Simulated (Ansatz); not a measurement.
in.yaml

```yaml
crystal:
  periodic: [false, false, false]
  atoms:
    - {symbol: N, position_ang: [-2.354450, -0.005881, -0.009153]}
    - {symbol: H, position_ang: [-2.651730, 0.961952, -0.009152]}
    - {symbol: H, position_ang: [-2.651730, -0.408181, 0.871107]}
    - {symbol: H, position_ang: [-1.341990, -0.005881, -0.009153]}
    - {symbol: Br, position_ang: [0.496550, -0.005880, -0.009153]}
basis:
  gaussian: {orbitals: cc-pVDZ}
magnetization: {spin_polarized: false, initial_magnetization: 1}
correlation: {method: ccsdt_q, electrons: outside_noble_gas}
```

```sh
$ ansatz run in.yaml --threads 1 --pin off --events-out ev --progress --plain --max-ram 2393MiB
```

The program prints:

```
1066 factors; integrals over basis functions are off by at most 2.1e-7 eV
mean field evaluation 1: about -71524.5796 eV, gradient 2.1e1 eV
mean field evaluation 2: about -71524.5805 eV, gradient 2.1e1 eV
mean field evaluation 4: about -71525.7822 eV, gradient 4.9e0 eV
mean field evaluation 8: about -71526.0001 eV, gradient 1.5e-1 eV
mean field evaluation 16: about -71524.5809 eV, gradient 2.1e1 eV
mean field evaluation 32: about -71526.0070 eV, gradient 7.7e-4 eV
mean field evaluation 64: about -71525.6343 eV, gradient 6.9e-2 eV
mean field evaluation 96: about -71525.9645 eV, gradient 7.2e-1 eV
mean field evaluation 128: about -71525.9606 eV, gradient 3.2e0 eV
mean field evaluation 160: about -71525.6775 eV, gradient 3.3e-2 eV
...
mean field -71526.00696375 eV, -2628.5322738489 hartree, gradient 2.4e-6 eV, S^2 0.750000; 14 other end points of the search recorded, 0 dependent functions left out
...
determinant -71526.00696375 eV, -2628.5322738489 hartree, with singles and doubles -71534.78946942 eV, -2628.8550249792 hartree
determinant -71525.67712124 eV, -2628.5201523602 hartree, with singles and doubles -71534.37488194 eV, -2628.8397891705 hartree
determinant -71525.63436625 eV, -2628.5185811433 hartree, with singles and doubles -71534.31026990 eV, -2628.8374147219 hartree
determinant -71526.00696375 eV, -2628.5322738489 hartree, with singles and doubles -71534.79532041 eV, -2628.8552399993 hartree
determinant -71525.67712124 eV, -2628.5201523602 hartree, with singles and doubles -71534.37344135 eV, -2628.8397362297 hartree
determinant -71525.63436625 eV, -2628.5185811433 hartree, with singles and doubles -71534.31024810 eV, -2628.8374139208 hartree
15 core orbitals not correlated: weight in the atoms' cores, before any rotation towards them, 1.000 or more for the frozen orbitals, at most 0.000 for the correlated occupied ones
reference -71526.00696375 eV, -2628.5322738489 hartree; 8, 7 occupied and 33, 34 virtual orbitals, 1066 factors
second order -7.92417101 eV of doubles, -0.07579379 eV of singles
...
cycle  13  -8.96789162 eV  change   -8.9e-4 eV  update   5.1e-4
cycle  14  -8.96812233 eV  change   -2.3e-4 eV  update   1.9e-4
cycle  15  -8.96804737 eV  change    7.5e-5 eV  update   7.1e-5
cycle  16  -8.96804073 eV  change    6.6e-6 eV  update   3.8e-5
cycle  17  -8.96805794 eV  change   -1.7e-5 eV  update   1.4e-5
cycle  18  -8.96806800 eV  change   -1.0e-5 eV  update   7.1e-6
cycle  19  -8.96807068 eV  change   -2.7e-6 eV  update   3.8e-6
cycle  20  -8.96806924 eV  change    1.4e-6 eV  update   1.9e-6
cycle  21  -8.96806733 eV  change    1.9e-6 eV  update   1.1e-6
cycle  22  -8.96806747 eV  change   -1.4e-7 eV  update   5.5e-7
perturbative correction -0.01496852 eV, -0.0005500831 hartree
Total energy: -71534.98999975 eV, -2628.8623943329 hartree
```

Ran on 1 thread of Arm Neoverse V2, shared host: 74 s wall, 0.97 GiB peak host memory.
